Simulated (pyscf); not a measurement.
Single points on ωB97X-D3(BJ)/def2-SVP structures (PySCF, gas phase).

Task: F–W(F)(F)(F)(SH)–Cl -> F–W(F)(F)(F)=S + hydrogen chloride (HCl)
Surface: singlet. Broken: H–S, Cl–W. Formed: Cl–H. Give ΔE‡ and ΔE from M06-2X/def2-TZVP, relative to the reactant's lowest minimum found.

Result: ΔE‡ = 0.85 eV, ΔE = -0.46 eV. ωB97M-D3(BJ)/def2-TZVP gives 0.93 eV and -0.33 eV. Zero-point energy shifts the barrier by -0.12 eV. It is an elimination, with an imaginary mode of 1007i cm⁻¹. On the reactant side the descent ends in a point that may be a rotor saddle (no frequency run), 0.07 eV over the lowest minimum found and 0.91 eV under the saddle at ωB97X-D3(BJ)/def2-TZVP. This is the saddle that the search found; another between the same sides may lie lower. Elements past Kr carry the def2 core potentials, without spin-orbit coupling.
